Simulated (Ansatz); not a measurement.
Consider the homolysis of the H–N bond: `N[SiH2]N` → H• + `[NH][SiH2]N`•.

Calculated with Ansatz (gas phase, PBE0-D4/def2-TZVP geometries, no zero-point term in ΔE). CBS: def2 TZ/QZ extrapolation, frozen cores. DFT in def2-TZVPP. B3LYP here is the variant with VWN-RPA as its local correlation; programs differ in this. No spin–orbit coupling; open shells (•) take unrestricted orbitals. One conformer a species, not always the lowest.

```tsv
level	ΔE (kcal/mol)
B3LYP-D4	115.7
CAM-B3LYP-D4	117.0
LC-ωPBE	115.5
SCS-MP2/def2-TZVPP	119.6
```

(1) What does CCSD(T)/CBS give? (Estimate.)

(2) What do rigid-rotor, harmonic-oscillator terms from PBE0-D4/def2-TZVP frequencies (298.15 K, 1 bar) make of the CCSD(T)/CBS value? (Estimate.)

Largest T1 diagnostic among the species: 0.013.

Answers

(1) Computed: +119.5 kcal/mol. The listed levels differ from it by -3.8, -2.5, -4.0, 0.1 kcal/mol.

(2) Ansatz gave: ΔZPE = -8.9 kcal/mol, ΔH = +112.0 kcal/mol, ΔS = 127 J/(mol·K), ΔG = +103.0 kcal/mol. Open shells count their whole term as degenerate.

At CCSD(T), def2-SVP lies −6.2 kcal/mol from the extrapolated value and def2-TZVPP −2.6 kcal/mol: correlation converges slowly with the basis, and small sets miss more of it in the bonded molecule than in its fragments. From BLYP to BHLYP (50 % exact exchange), in def2-TZVPP and without D4, ΔE moves by +0.8 kcal/mol. In def2-TZVPP, CCSD(T) changes the Hartree–Fock value by +28.7 kcal/mol (the triples alone add +1.0 kcal/mol) and MP2 by +31.7 kcal/mol; breaking electron pairs costs correlation energy, which Hartree–Fock lacks.
